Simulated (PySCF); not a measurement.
# Löwdin shares of the frontier orbitals

Compound: C5H7P.
SMILES with atom numbers: `[CH:1]1=[CH:2][PH:3][CH:4]=[CH:5][CH2:6]1` (hydrogens: H7 on C1; H8 on C2; H9 on P3; H10 on C4; H11 on C5; H12, H13 on C6)

Cartesian coordinates in Å at the GFN2-xTB level; atoms count from 1:
```xyz
13
C5H7P angstrom
C      1.1686   -0.6183   -0.3527
C      1.4268    0.5743    0.1650
P      0.2278    1.4625    1.1958
C     -1.2501    0.8434    0.3468
C     -1.3047   -0.3696   -0.1850
C     -0.1470   -1.3251   -0.1989
H      1.9165   -1.1346   -0.9405
H      2.3911    1.0484    0.0405
H      0.3019    2.6761    0.4918
H     -2.1091    1.5005    0.3462
H     -2.2115   -0.7192   -0.6613
H     -0.2744   -2.0485   -1.0072
H     -0.1402   -1.8894    0.7418
```

Theory: PySCF 2.14.0, density-fitted response routines, TDDFT CAM-B3LYP/def2-SVPD, vertical, gas phase, core orbitals frozen in the response.

Frontier orbitals with the atoms that hold most of them (Löwdin shares over 4%, at most four atoms; ? is withheld):

```csv
orbital,ε (eV),atoms
LUMO+2,1.55,"C4 14%, P3 14%, C2 14%, C5 11%"
LUMO+1,1.10,"C2 17%, C4 16%, C1 16%, C5 15%"
LUMO,1.10,"P3 15%, C5 14%, C1 13%, H9 10%"
HOMO,-7.64,"P3 37%, C4 12%, C2 12%, C5 11%"
HOMO-1,-8.94,?
HOMO-2,-10.02,"P3 31%, C2 15%, C4 15%, C1 8%"
HOMO-3,-10.16,"P3 16%, C4 16%, C2 16%, C6 10%"
```

(1) Give the leading atoms of the HOMO-1.

(2) The HOMO–LUMO gap is 8.73 eV. Where does the response calculation put the lowest singlet, and from which orbitals?

Answers

(1) C2 (bonded to C, P and H) 22%; C4 (bonded to C, P and H) 22%; C1 (bonded to 2 C and H) 21%; C5 (bonded to 2 C and H) 21%.

(2) S1 is at 5.48 eV (f = 0.034), 3.26 eV below the gap, made of HOMO→LUMO+1 (98%). Without the coupling terms of the response equations the lowest excitation would equal the gap.

Next come S2 at 5.85 eV (f 0.082), HOMO→LUMO (86%); S3 at 6.26 eV (f 0.080), HOMO→LUMO+2 (76%), HOMO-1→LUMO+1 (10%); S4 at 6.48 eV (f 0.0092), HOMO→LUMO+3 (72%), HOMO→LUMO+5 (19%); S5 at 6.84 eV (f 0.0023), HOMO-1→LUMO (82%), HOMO→LUMO+5 (14%).

Löwdin shares depend on the basis, the more so with diffuse functions.

One conformer stands for the species.
